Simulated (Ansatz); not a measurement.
Task: a short molecular-dynamics run of C₂H₅Al, SMILES [CH2]1[CH2][AlH]1, with Ansatz's Python interface. Give the script and its output. Settings (for the species named): PBE0, 6-31G* basis, multiplicity 1.

```yaml
atoms:
  - { symbol: C, position_ang: [-0.6744, 0.2455, -0.4445] }
  - { symbol: C, position_ang: [0.7058, 0.5297, -0.0039] }
  - { symbol: Al, position_ang: [-0.1513, -1.0331, 0.8824] }
  - { symbol: H, position_ang: [-0.7340, -0.0669, -1.5037] }
  - { symbol: H, position_ang: [-1.4386, 1.0533, -0.1216] }
  - { symbol: H, position_ang: [0.8353, 1.4610, 0.6149] }
  - { symbol: H, position_ang: [1.4976, 0.3097, -0.7751] }
  - { symbol: H, position_ang: [0.0516, -2.5563, 1.2957] }
```

The script, `md.py`:
```python
"""Molecular dynamics of one C2H5Al molecule."""

import ansatz as az
import numpy as np


def main() -> None:
    mol = (
        az.Crystal.molecule()
        .atom("C", [-0.6744, 0.2455, -0.4445])
        .atom("C", [0.7058, 0.5297, -0.0039])
        .atom("Al", [-0.1513, -1.0331, 0.8824])
        .atom("H", [-0.734, -0.0669, -1.5037])
        .atom("H", [-1.4386, 1.0533, -0.1216])
        .atom("H", [0.8353, 1.461, 0.6149])
        .atom("H", [1.4976, 0.3097, -0.7751])
        .atom("H", [0.0516, -2.5563, 1.2957])
    )

    calc = mol.calculation()
    calc = calc.basis(gaussian="6-31G*")
    calc = calc.functional("pbe0")
    symbols = [site.symbol for site in mol.cartesian_sites]
    start = np.array([site.position_ang for site in mol.cartesian_sites], dtype=float)
    summary = calc.relax(force_tolerance=0.02).run(threads=1).report
    end = np.array(summary["positions_ang"])
    minimum = az.Crystal.molecule()
    for symbol, place in zip(symbols, end):
        minimum = minimum.atom(symbol, place.tolist())

    # dynamics from the relaxed geometry
    calc = (
        minimum.calculation()
        .basis(gaussian="6-31G*")
        .functional("pbe0")
        .md("nvt_nose_hoover", timestep=0.5, steps=30, temperature=300, initial_velocities="maxwell_boltzmann", seed=49, thermostat_time=20)
    )
    frames = []
    done = calc.session().plan().execute(on_event=lambda e: frames.append(e["data"]) if e["event"] == "md_step" else None)
    print("t (fs)   E_pot (eV)      E_kin (eV)   T (K)   d(0-1) (A)")
    for f in frames[::2]:
        xyz = np.array(f["positions_ang"])
        print(f"{f['time_fs']:6.2f} {f['lagrangian_ev']:14.5f} {f['e_kin_ev']:10.5f} {f['temperature_k']:8.1f} {np.linalg.norm(xyz[0] - xyz[1]):9.4f}")
    kept = np.array([f["conserved_ev"] for f in frames])
    print(f"conserved energy moves by at most {1000 * np.ptp(kept):.3f} meV")


if __name__ == "__main__":
    main()
```

```console
$ python md.py
t (fs)   E_pot (eV)      E_kin (eV)   T (K)   d(0-1) (A)
  0.00    -8744.08572    0.23267    300.0    1.5790
  1.00    -8744.05662    0.20403    263.1    1.5672
  2.00    -8744.00004    0.14866    191.7    1.5556
  3.00    -8743.97648    0.12545    161.8    1.5442
  4.00    -8743.98792    0.13656    176.1    1.5336
  5.00    -8743.98186    0.13113    169.1    1.5244
  6.00    -8743.93687    0.08772    113.1    1.5173
  7.00    -8743.88298    0.03530     45.5    1.5128
  8.00    -8743.86256    0.01550     20.0    1.5110
  9.00    -8743.89047    0.04355     56.2    1.5120
 10.00    -8743.93949    0.09361    120.7    1.5158
 11.00    -8743.96358    0.12071    155.6    1.5220
 12.00    -8743.94900    0.11083    142.9    1.5301
 13.00    -8743.94303    0.10957    141.3    1.5396
 14.00    -8743.98959    0.16060    207.1    1.5499
 15.00    -8744.05010    0.22806    294.1    1.5608
conserved energy moves by at most 1.970 meV
```

Caveats:
- Total energies depend on the basis set; only differences at equal settings carry meaning.
- The trajectory is only some femtoseconds long, so its temperature is not equilibrated; where the script doesn't relax first, it starts from a rough generated geometry.
- The temperature counts the internal degrees of freedom alone.
- Finished in 76 s on 1 thread of Arm Neoverse V1 (shared host), peak memory 0.19 GiB.
